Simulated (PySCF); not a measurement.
Sulfur: a sound run and one with changed settings

Sound run: S [Ne] 3s2 3p4, S⁺ [Ne] 3s2 3p3. All numbers are calculated (PySCF 2.14, the non-relativistic Hamiltonian (point nucleus), in pcseg-2 (5s4p2d1f, 34 functions)). In the sound run the correlated levels freeze [Ne]. The sound run starts from symmetry-adapted Hartree-Fock orbitals and uses a fine grid where one is needed.

Changed run: all electrons correlated in a basis built for the valence shell.

| species | method | sound run (hartree) | changed run (hartree) | converged |
| --- | --- | --- | --- | --- |
| S | MP2 | -397.60962 | -397.66710 | yes |
| S | CCSD(T) | -397.63551 | -397.69171 | yes |
| S⁺ | MP2 | -397.24793 | -397.30543 | yes |
| S⁺ | CCSD(T) | -397.27021 | -397.32635 | yes |

Ionisation energy of S:

```csv
method,sound run (eV),changed run (eV)
UHF,9.235,9.235
MP2,9.842,9.841
SCS-MP2,9.919,9.917
CCSD,9.923,9.924
CCSD(T),9.940,9.942
```

A valence basis has no tight correlating functions, so it recovers only part of the core correlation, and not evenly between atom and ion.

For comparison, NIST gives 10.360 eV between the lowest levels.
